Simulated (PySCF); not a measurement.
**O⁻: electron affinity in aug-cc-pCVTZ-DK plus 1 even-tempered diffuse shell per l**

Each state of oxygen is computed at each level; their differences give the electron affinity. How far do the methods differ?

The numbers are computed with PySCF 2.14.0 (unrestricted determinants in a Gaussian basis, no spin-orbit coupling in the energies), except any that are marked as measured or tabulated.

**1. Starting point**

| Item | Value |
| --- | --- |
| Element | oxygen (Z = 8) |
| Basis | aug-cc-pCVTZ-DK with one added diffuse shell each of s, p, d, f type (8s7p5d3f, 75 functions) |
| Hamiltonian | scalar relativity by spin-free X2C-1e |
| State 1 | O⁻: [He] 2s2 2p5, 2P determinant |
| Needed too, but not shown | O [He] 2s2 2p4 (3P) |
| Methods | UHF, LDA, PBE, PBE0, r2SCAN, CAM-B3LYP, TPSSh, wB97X-V, B97-3, MP2 |
| Core shells frozen in the correlated runs | valence: 1s2; valence and next inner shell: nothing (for O⁻) |

The outer shells:

O- [He] 2s2 2p5
```
[He] core
2s [↑↓]
2p [↑↓][↑↓][↑ ]
```

One driver process ran all states and methods and kept the integrals in memory. Each run is shown as a PySCF script that sums up its settings (the driver passes frozen orbitals as a list and adds second-order terms of double hybrids); the logs are those of the runs themselves. The driver starts from symmetry-adapted Hartree-Fock orbitals, holds the occupation by maximum overlap and uses a logarithmic radial grid for functionals, so a plain start would take other cycles.

The integrals over 75 functions and the set-up took 0.22 s of CPU time.

**2. O⁻: the ladder of methods**

UHF:

input.py

```python
from pyscf import gto, scf, dft, mp, cc
import basis_set_exchange as bse
mol = gto.M(atom="O 0 0 0", charge=-1, spin=1, symmetry="D2h",
            basis=gto.basis.parse(bse.get_basis("aug-cc-pCVTZ-DK", elements=["O"], fmt="nwchem", augment_diffuse=1)),
            nucmod="G")
mf = scf.UHF(mol).sfx2c1e()
mf.irrep_nelec = {'Ag': (2, 2), 'B1u': (1, 1), 'B2u': (1, 1), 'B3u': (1, 0)}
mf.kernel()
```

LDA:

input.py, as changed from the run before:

```diff
@@ -5,3 +5,3 @@
             nucmod="G")
-mf = scf.UHF(mol).sfx2c1e()
+mf = dft.UKS(mol, xc="LDA,VWN").sfx2c1e()
 mf.irrep_nelec = {'Ag': (2, 2), 'B1u': (1, 1), 'B2u': (1, 1), 'B3u': (1, 0)}
```

PBE:

input.py, as changed from the run before:

```diff
@@ -5,3 +5,3 @@
             nucmod="G")
-mf = dft.UKS(mol, xc="LDA,VWN").sfx2c1e()
+mf = dft.UKS(mol, xc="PBE").sfx2c1e()
 mf.irrep_nelec = {'Ag': (2, 2), 'B1u': (1, 1), 'B2u': (1, 1), 'B3u': (1, 0)}
```

PBE0:

input.py, as changed from the run before:

```diff
@@ -5,3 +5,3 @@
             nucmod="G")
-mf = dft.UKS(mol, xc="PBE").sfx2c1e()
+mf = dft.UKS(mol, xc="PBE0").sfx2c1e()
 mf.irrep_nelec = {'Ag': (2, 2), 'B1u': (1, 1), 'B2u': (1, 1), 'B3u': (1, 0)}
```

r2SCAN:

input.py, as changed from the run before:

```diff
@@ -5,3 +5,3 @@
             nucmod="G")
-mf = dft.UKS(mol, xc="PBE0").sfx2c1e()
+mf = dft.UKS(mol, xc="R2SCAN").sfx2c1e()
 mf.irrep_nelec = {'Ag': (2, 2), 'B1u': (1, 1), 'B2u': (1, 1), 'B3u': (1, 0)}
```

CAM-B3LYP:

input.py, as changed from the run before:

```diff
@@ -5,3 +5,3 @@
             nucmod="G")
-mf = dft.UKS(mol, xc="R2SCAN").sfx2c1e()
+mf = dft.UKS(mol, xc="CAMB3LYP").sfx2c1e()
 mf.irrep_nelec = {'Ag': (2, 2), 'B1u': (1, 1), 'B2u': (1, 1), 'B3u': (1, 0)}
```

TPSSh:

input.py, as changed from the run before:

```diff
@@ -5,3 +5,3 @@
             nucmod="G")
-mf = dft.UKS(mol, xc="CAMB3LYP").sfx2c1e()
+mf = dft.UKS(mol, xc="TPSSH").sfx2c1e()
 mf.irrep_nelec = {'Ag': (2, 2), 'B1u': (1, 1), 'B2u': (1, 1), 'B3u': (1, 0)}
```

wB97X-V:

input.py, as changed from the run before:

```diff
@@ -5,3 +5,3 @@
             nucmod="G")
-mf = dft.UKS(mol, xc="TPSSH").sfx2c1e()
+mf = dft.UKS(mol, xc="WB97X_V").sfx2c1e()
 mf.irrep_nelec = {'Ag': (2, 2), 'B1u': (1, 1), 'B2u': (1, 1), 'B3u': (1, 0)}
```

B97-3:

input.py, as changed from the run before:

```diff
@@ -5,3 +5,3 @@
             nucmod="G")
-mf = dft.UKS(mol, xc="WB97X_V").sfx2c1e()
+mf = dft.UKS(mol, xc="HYB_GGA_XC_B97_3").sfx2c1e()
 mf.irrep_nelec = {'Ag': (2, 2), 'B1u': (1, 1), 'B2u': (1, 1), 'B3u': (1, 0)}
```

**3. O⁻, continued**

MP2 (valence):

input.py, as its differences from that of step 2:

```diff
@@ -5,4 +5,5 @@
             nucmod="G")
-mf = dft.UKS(mol, xc="HYB_GGA_XC_B97_3").sfx2c1e()
+mf = scf.UHF(mol).sfx2c1e()
 mf.irrep_nelec = {'Ag': (2, 2), 'B1u': (1, 1), 'B2u': (1, 1), 'B3u': (1, 0)}
 mf.kernel()
+mp.UMP2(mf, frozen=1).kernel()
```

MP2 (valence and next inner shell):

input.py, as changed from the run before:

```diff
@@ -8,2 +8,2 @@
 mf.kernel()
-mp.UMP2(mf, frozen=1).kernel()
+mp.UMP2(mf, frozen=0).kernel()
```

Before running it: what results should come out?

As calculated:

| quantity | value |
| --- | --- |
| electron affinity, O | UHF -0.569, MP2 (valence and next inner shell) 1.434 eV; reference 1.461 |

Each level's miss (mean over 1 difference):

```csv
method,mean absolute miss against the measured value (with the measured fine structure taken into account where it is known) (eV)
UHF,2.030
LDA,0.643
PBE,0.367
PBE0,0.057
r2SCAN,0.088
CAM-B3LYP,0.199
TPSSh,0.061
wB97X-V,0.043
B97-3,0.025
MP2 (valence),0.030
SCS-MP2 (valence),0.065
MP2 (valence and next inner shell),0.027
SCS-MP2 (valence and next inner shell),0.065
```

B97-3 lands nearest to the measured value (off by 0.03 eV), level with MP2 (valence and next inner shell); UHF misses by most (2.03 eV). Hartree-Fock falls short because the species with more electrons holds more correlation energy, which it lacks. PBE is off by +0.37 eV. The basis is finite, and no extrapolation was made.
